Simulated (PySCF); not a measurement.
# From a raw peak list to a structure

Formula C3H4F2. The spectrum was simulated from the full spin Hamiltonian at 700 MHz with 0.6 Hz Lorentzian lines, from shifts rounded to 0.01 ppm and J to 0.1 Hz, couplings under 1 Hz left out.

Maxima in Hz from TMS (height), grouped by integral:
3H: 3670.6 (41), 3668.2 (79), 3666.4 (49), 3665.8 (56), 3664.1 (78), 3661.6 (47), 3643.7 (13), 3641.4 (19), 3638.8 (19), 3636.6 (25), 3634.4 (24), 3632.1 (19), 3629.6 (18), 3627.3 (15), 3624.9 (13), 3622.6 (21), 3620.1 (21), 3617.7 (43), 3616.8 (100), 3615.6 (42), 3614.2 (100), 3611.8 (86), 3610.7 (21), 3609.4 (44), 3607.9 (7)
1H: 3531.9 (12), 3529.4 (23), 3527.0 (22), 3525.1 (16), 3524.5 (23), 3522.7 (24), 3522.1 (15), 3520.2 (21), 3517.8 (21), 3515.2 (10), 3484.6 (12), 3482.1 (23), 3479.7 (22), 3477.9 (17), 3477.2 (24), 3475.4 (16), 3474.8 (23), 3473.6 (13), 3472.7 (13), 3470.6 (19), 3468.0 (10)

¹³C{¹H} NMR (computed): δ 172.8 (C, dd, J = 323.6, 18.6 Hz), 94.9 (CH2, dd, J = 13.5, 4.1 Hz), 82.2 (CH2, dd, J = 231.9, 43.8 Hz).

[PySCF 2.14: J couplings at B3LYP/pcJ-1; PBE0/pcSseg-1 with gauge-including orbitals; geometry: GFN2-xTB; relativity neglected; no solvent; one averaged value for each set of equivalent atoms; single conformer]

Chemical shifts δ = σref − σ; TMS for ¹H (31.72 ppm) and ¹³C (186.93 ppm), all at this level.

Q: Analyse the multiplets.

A: ¹H NMR (700 MHz, computed): δ 5.20 (ddt, J = 52.1, 4.2, 2.4 Hz, 2H), 5.18 (m, 1H), 5.00 (m, 1H). These are first-order names from the parameters used; overlap and second-order distortion can hide them in the list.

Q: What is the compound?

A: SMILES C=C(F)CF.

Structure with atom numbers: `[CH2:1]=[C:2]([F:3])[CH2:4][F:5]`; H(Xn) means a hydrogen on atom n. Ha(C1) is cis to F3; Hb(C1) is trans to F3.

δ 5.20: H(C4), hydrogen on an allylic sp3 CH2 bonded to F, coupled to F5 (52.1 Hz), F3 (4.2 Hz), Hb(C1) and Ha(C1) (2.4 Hz). δ 5.18: Ha(C1), hydrogen on a terminal =CH2 carbon, coupled to F3 (18.8 Hz), F5 (7.1 Hz), Hb(C1) (4.9 Hz), H(C4) (2.3 Hz). δ 5.00: Hb(C1), hydrogen on a terminal =CH2 carbon, coupled to F3 (47.3 Hz), F5 (6.7 Hz), Ha(C1) (4.9 Hz), H(C4) (2.5 Hz).

The shifts were computed for this structure.

Common functionals overestimate the size of one-bond C–F couplings by tens of Hz; these are unscaled. Splittings below 1 Hz are ignored in the labels, and close J values are merged. Shifts are as computed. Against solution values, carbons near 30 ppm lie about +3 ppm off and those near 130 ppm about +5 ppm. Of 1211 compounds with measured shifts, 218 miss one by over three times the rms of a fit or turn the order of signals round; such compounds aren't used in these exercises. Only one conformer was computed, so three-bond couplings in flexible chains and rings are approximate.
